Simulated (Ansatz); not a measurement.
**CHAlN (sextet): from Hartree-Fock to the top rungs, def2-TZVPP**

One table from this session's results is given with a row withheld; the runs are named, their logs left out.

Program: Ansatz 0.2.0, Gaussian basis. Level of theory: def2-TZVPP, core rule «outside noble gas», up to 7 orbitals frozen. These are calculated values, not measurements.

To be run: UHF; ROHF; CCSD(T) on UHF.

**The system**

The geometry is a PBE0/def2-TZVP stationary point (not a proven minimum) of the parent state, kept for this charge and spin.

4 atoms, charge 0, spin multiplicity 6.

Atoms are counted from 1 here; the program's logs count them from 0.

Bond lengths: Al1–N2 1.818 Å, Al1–H4 1.595 Å, N2–C3 1.194 Å. Angles: N2–Al1–H4 111.0°, Al1–N2–C3 170.0°.

Set-up of the first run:

in.yaml reads:

```yaml
crystal:
  periodic: [false, false, false]
  atoms:
    - {symbol: Al, position_ang: [0.000000, -0.111786, 1.121424]}
    - {symbol: N, position_ang: [0.000000, 0.097969, -0.684708]}
    - {symbol: C, position_ang: [0.000000, 0.027668, -1.876852]}
    - {symbol: H, position_ang: [0.000000, 1.301302, 1.860276]}
basis:
  gaussian: {orbitals: def2-TZVPP}
magnetization: {spin_polarized: true, initial_magnetization: 5}
hamiltonian: {xc: hf}
output: {orbitals: {seedname: orbitals}}
```

The run is started by

```bash
ansatz run in.yaml --threads 1 --pin off --events-out ev --progress --plain --max-ram 4096MiB --backend cpu
```

Among the steps run: UHF; ROHF; CCSD(T) on UHF.

One table of the session follows, with a row left open; its other results are not shown here.

| method | from UCCSD(T) (meV) |
| --- | --- |
| ROHF | ? |
| UHF | +8807.8 |
| UMP2 | +1263.8 |
| UCCSD | +340.8 |
| UCCSD(T) | 0 |

Estimate the missing values for ROHF.

**Answer.** from UCCSD(T) (meV): +9073.2. In the column «from UCCSD(T) (meV)» it is the highest.
